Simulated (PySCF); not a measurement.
C₃H₂ClNO.
SMILES: `Clc1oncc1`

Computed, not measured: MP2 and CCSD/aug-cc-pVDZ in PySCF, restricted Hartree–Fock reference, frozen core, non-relativistic, gas phase, PBE0-D3(BJ)/def2-SVP geometry.

E(HF) = -703.53802 Eh.

(1) How large is the problem?

(2) What are the MP2 and CCSD correlation energies?

(3) What is the T1 diagnostic?

(4) How does correlation change the dipole moment?

Answers

(1) 160 basis functions and 52 electrons; 10 orbitals frozen, which leaves o = 16 correlated occupied and v = 134 virtual orbitals. That is o·v = 2144 singles and o·v(o·v + 1)/2 = 2299440 distinct closed-shell doubles amplitudes before symmetry; the costliest CCSD step grows as o²v⁴ = 8.3 × 10^10.

(2) MP2 -0.9142 Eh and CCSD -0.9352 Eh, which gives totals of -704.45224 and -704.47320 Eh. That is 0.795 eV for each correlated electron at CCSD (2455 kJ/mol in all, 0.133 % of the total energy); MP2 gives 97.8 % of the CCSD value.

(3) 0.0154, below the customary warning level of 0.02. It is the norm of the spatial-orbital singles amplitudes over the root of the number of correlated electrons, so the norm is 0.087.

(4) HF gives 3.11 D and CCSD (unrelaxed density) 2.72 D, a change of -0.39 D.

Connected triples and the basis-set limit are missing.

The job also held the EOM ionisation roots. On an Arm Neoverse V1 with one thread, shared host, this took 7.7 min wall.
